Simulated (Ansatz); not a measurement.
`[C]#[O+]` radical, relaxed with UKS PBE0-D4/def2-TZVP in Ansatz 0.2.0 from a GFN2-xTB geometry. The force threshold is 0.005 eV/Å; the program also tests the step.

The species carries charge 1 and has multiplicity 2.

Start:

```xyz
2

C     0.526    0.111   -0.054
O    -0.526   -0.111    0.054
```

By how much does the energy fall, and how many steps does the optimiser take? (Best estimate.)

The calculation gave: 1.14 kcal/mol, in 3 steps.

Which bonds change most? (An estimate is asked.)

Computed: C1–O2 from 1.080 to 1.106 Å.

Give the relaxed structure. (Estimate.)

Ansatz gave: 
```xyz
2

C     0.538    0.114   -0.055
O    -0.538   -0.114    0.055
```
